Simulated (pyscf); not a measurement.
F–B(Cl)–Cl + F–Ti(F)(F)–Cl → F–Ti(F)(F)–F + Cl–B(Cl)–Cl, a four-centre exchange (singlet surface; B–F, Cl–Ti broken, F–Ti, B–Cl formed). PySCF, gas phase, ωB97X-D3(BJ)/def2-SVP geometries. Energies in kJ/mol from the separated reactants.

Small-basis levels: PySCF, no dispersion term, spherical d functions. AM1 to PM7: differences of heats of formation from MOPAC, which are fitted to 298 K values and so differ in kind from electronic energies by zero-point and thermal terms. Cost: rough CPU time at the saddle relative to B3LYP/6-31G*+LANL2DZ, from one job on a shared machine.

```
level                   barrier  reaction energy        cost
----------------------  -------  ---------------  ----------
SVWN5/6-31G*+LANL2DZ        [?]            +18.3           1
BP86/6-31G*+LANL2DZ        45.8            +15.5           2
PBE/6-31G*+LANL2DZ         33.3            +12.6           2
B3LYP/STO-3G                [?]            +88.0         0.4
B3LYP/LANL2DZ              36.0             +2.5         0.7
B3LYP/6-31G*+LANL2DZ       51.2            +19.5           1
PBE/def2-SVP               39.6            +32.9           1
B3LYP/def2-SVP             60.3            +42.0         0.9
PM7                        28.7            +71.9  under 0.02
ωB97M-D3(BJ)/def2-TZVP      [?]            +34.8           –
```

Task: Some entries are withheld; supply them.

Result: 
- SVWN5/6-31G*+LANL2DZ, barrier: -4.0
- B3LYP/STO-3G, barrier: -3.7
- ωB97M-D3(BJ)/def2-TZVP, barrier: 51.6

Against the last row the barrier runs from -55.6 (SVWN5/6-31G*+LANL2DZ) to +8.7 kJ/mol (B3LYP/def2-SVP). At SVWN5/6-31G*+LANL2DZ, B3LYP/STO-3G, PM7 this geometry lies under one side, so the entry may be no barrier of that level: it is a single point on another level's saddle. ωB97M-D3(BJ)/def2-TZVP has limits of its own. On the product side the descent ends in a complex, 17.8 kJ/mol under the separated species and 20.3 kJ/mol under the saddle at ωB97X-D3(BJ)/def2-TZVP. At ωB97X-D3(BJ)/def2-TZVP the barrier from the zero used here is 41.5 kJ/mol. This is the saddle that the search found; another between the same sides may lie lower.
